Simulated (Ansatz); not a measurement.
Bond stretch in LiF, singlet.

- RHF/def2-SVP (Ansatz, an electronic-structure program)
- RMP2 = MP2 on RHF/def2-SVP, frozen core (Ansatz)
- UHF/def2-SVP (Ansatz)
- RKS-BLYP = restricted BLYP/def2-SVP run with Ansatz
- UKS-BLYP = unrestricted BLYP/def2-SVP run with Ansatz
- RKS-PBE = restricted PBE/def2-SVP run with Ansatz
- UKS-PBE = Ansatz with unrestricted PBE/def2-SVP
- FCI = full CI/def2-SVP, frozen core in Ansatz

All curves are set to zero at 1.56 Å and compared with full CI in the same basis at 1.56, 1.58, 1.66, 1.71, 1.81, 1.93, 2.10, 2.37, 2.60, 2.77, 3.15, 3.47, 3.81, 4.25, 4.61, 5.41, 6.19 Å.

### Question
Which method stays most parallel to full CI over these points, and which least?

### Answer
RKS-PBE has the smallest spread and UHF the largest. In order (kcal/mol): RKS-PBE 11.16, RKS-BLYP 11.19, UKS-BLYP 15.48, UKS-PBE 16.12, RMP2 33.54, RHF 33.77, UHF 36.25.

Errors against full CI at some of the points (kcal/mol):

```csv
method,1.93 Å,2.37 Å,3.15 Å,3.81 Å,6.19 Å
RKS-PBE,0.2,-1.1,-5.8,-10.8,-1.1
RKS-BLYP,0.5,-0.8,-5.5,-10.6,-1.2
UKS-BLYP,0.5,-0.8,-5.8,-13.1,-9.8
UKS-PBE,0.2,-1.1,-6.2,-13.9,-10.7
RMP2,0.1,0.3,1.4,4.9,33.5
RHF,1.2,1.9,2.3,4.4,33.8
UHF,1.2,1.9,-1.9,-23.4,-34.1
```

The restricted form behind RHF, RMP2, RKS-BLYP, RKS-PBE keeps the bonding electrons paired and can't separate into open-shell fragments. The T1 diagnostic of CCSD on the restricted reference of RMP2 exceeds 0.045 at 3.15 to 6.19 Å. The unrestricted determinant behind UHF is spin-contaminated at 3.15 to 6.19 Å (<S²> up to 1.0, against 0.00 for a pure singlet). The unrestricted determinant behind UKS-BLYP, UKS-PBE is spin-contaminated at 3.15 to 6.19 Å (<S²> up to 0.6, against 0.00 for a pure singlet).
